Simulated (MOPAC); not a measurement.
MOPAC input (PM3):

```
PM3 1SCF CHARGE=-1 GEO-OK AUX(PRECISION=9) THREADS=1
C4H5

C     0.78795820 1    1.54784882 1    0.21221775 1
C     0.28902993 1    0.60427555 1   -0.58651723 1
C    -0.62032961 1   -0.41667002 1   -0.24222137 1
C    -0.41497079 1   -1.63558151 1    0.34267517 1
H     1.51309580 1    2.29090719 1   -0.13309180 1
H     0.52049195 1    1.65172282 1    1.27959290 1
H    -1.64428815 1   -0.23030318 1   -0.58744657 1
H     0.57097782 1   -1.94120393 1    0.67658602 1
H    -1.21040375 1   -2.37036004 1    0.40743355 1
```

Question: What heat of formation does the run end on, and which ionisation energy by Koopmans theorem?

Answer: 55.89 kcal/mol; 1.70 eV.
